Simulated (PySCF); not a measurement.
Compound: C₃H₄FS₂ (doublet state).
Numbering: `[F:1][C@@H:2]1[S:3][CH:4][CH2:5][S:6]1` (hydrogens: H7 on C2; H8 on C4; H9, H10 on C5)

Computed, not measured: UKS B3LYP, pcH-1 on C F H S, non-relativistic, mean-field spin-orbit, GIAO (PySCF 2.14.0). Isolated species at its GFN2-xTB geometry (one conformer only). Couplings are sensitive to structure, and on GFN2-xTB geometries they can be far from those on DFT ones.

Q: Count the α and β electrons and give S(S+1).

A: Nα = 32, Nβ = 31 (63 in all), and S(S+1) = 0.75 for S = 1/2.

Mulliken spin populations, one withheld:

```csv
atom,bound to,population
F1,C2,-0.0002
C2,"F1, S3, S6, H7",+0.0150
S3,"C2, C4",+0.1634
C4,"S3, C5, H8",+0.7923
C5,"C4, S6, H9, H10",-0.0646
S6,"C5, C2",?
H7,C2,-0.0002
H8,C4,-0.0289
H9,C5,+0.0433
H10,C5,+0.0030
```

Q: Fill in the missing population.

A: 1 − (0.9231) gives +0.077, since all populations sum to 2S.

Q: How is the spin shared among the elements?

A: Carbon +0.74, sulfur +0.24, hydrogen +0.02, fluorine 0.00. The positive populations sum to 1.09, the negative ones to -0.09.

Q: With ⟨S²⟩ = 0.7551, find the sum of squared α–β overlaps and estimate the admixture of higher spin.

A: Σ|⟨iα|jβ⟩|² over occupied orbitals = Nβ − [⟨S²⟩ − S(S+1)] = 31 − 0.0051 = 30.9949. If the quartet state (S + 1) were the only admixture, its weight would be 0.0051/(2S + 2) = 0.17 %.

Q: What Fermi-contact NMR shifts do the couplings of F1, C2, C5, H7, H8, H10 imply at 298 K (Curie law, g = gₑ)?

A: δ = a_FC·h·gₑ μB S(S+1)/(3 g_N μN kT), with k/h = 20836.6 MHz/K:

```tsv
nuclei	isotope	a_FC (MHz)	g_N	contact shift (ppm)
F1	19F	56.16	5.2577	+1581
C2	13C	8.58	1.4048	+904
C5	13C	-27.78	1.4048	-2927
H7	1H	-0.44	5.5857	-12
H8	1H	-35.75	5.5857	-947
H10	1H	7.98	5.5857	+212
```

The sign follows the spin density at the nucleus: positive density means a positive shift.
